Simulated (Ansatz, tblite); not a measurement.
Removing and adding an electron: Si2C. Total charge 0; singlet. Geometry: PBE0-D4/def2-TZVP. Ansatz, gas phase; energy differences of separate SCF runs; the oxidised species was run as a doublet alone; the reduced species was run as a doublet alone.

```tsv
atom	x (Å)	y (Å)	z (Å)
Si1	-1.452	0.178	-0.297
Si2	1.243	-0.134	0.816
C3	0.209	-0.044	-0.518
```

The xTB rows come from tblite. Correlated methods freeze 11 core orbitals. The structure comes from a short search, and lower isomers may exist.

(1) Estimate orbital energies and vertical ionisation energies and electron affinities at: GFN1-xTB; GFN2-xTB; PBE-D4/def2-TZVP; PBE-D4/def2-TZVPD; r2SCAN-D4/def2-TZVP; r2SCAN-D4/def2-TZVPD; PBE0-D4/def2-TZVP; PBE0-D4/def2-TZVPD; CCSD/def2-TZVPD; CCSD/def2-TZVPP; CCSD(T)/def2-TZVPD; CCSD(T)/def2-TZVPP.

Answers

(1) 
```tsv
level	−HOMO (eV)	vertical IE (eV)	−LUMO (eV)	vertical EA (eV)	HOMO–LUMO gap (eV)	IE − EA (eV)	remarks
GFN1-xTB	9.34	12.17	6.69	4.87	2.66	7.30	–
GFN2-xTB	7.18	11.31	4.89	1.52	2.29	9.79	–
PBE-D4/def2-TZVP	6.06	9.02	3.27	–	2.79	–	–
PBE-D4/def2-TZVPD	6.09	–	3.29	0.86	2.80	–	HOMO above zero (-1 doublet)
r2SCAN-D4/def2-TZVP	6.29	9.09	3.22	–	3.07	–	–
r2SCAN-D4/def2-TZVPD	6.30	–	3.23	0.96	3.08	–	HOMO above zero (-1 doublet)
PBE0-D4/def2-TZVP	7.16	9.20	2.52	–	4.65	–	–
PBE0-D4/def2-TZVPD	7.18	–	2.54	0.87	4.65	–	HOMO above zero (-1 doublet)
CCSD/def2-TZVPD	–	–	–	0.66	–	–	large T1 (0.054) (-1 doublet), spin-contaminated (⟨S²⟩ 1.12) (-1 doublet)
CCSD/def2-TZVPP	–	9.22	–	–	–	–	large T1 (0.051) (+1 doublet), spin-contaminated (⟨S²⟩ 1.02) (+1 doublet)
CCSD(T)/def2-TZVPD	–	–	–	0.67	–	–	large T1 (0.054) (-1 doublet), spin-contaminated (⟨S²⟩ 1.12) (-1 doublet)
CCSD(T)/def2-TZVPP	–	9.45	–	–	–	–	large T1 (0.051) (+1 doublet), spin-contaminated (⟨S²⟩ 1.02) (+1 doublet)
```

Run but left out: HF/def2-TZVPP (charge +1 doublet: a determinant that CCSD turns far, T1 0.051); MP2/def2-TZVPP (charge +1 doublet: ⟨S²⟩ 1.02, where a pure state has 0.75); HF/def2-TZVPD, MP2/def2-TZVPD (charge -1 doublet: ⟨S²⟩ 1.12, where a pure state has 0.75).   A HOMO above zero means that the electron is unbound at that level or that self-interaction error raises the level; the energy of removing that electron tells which. Raw xTB energy differences between charge states are shifted by several eV; the methods need an empirical correction for them.
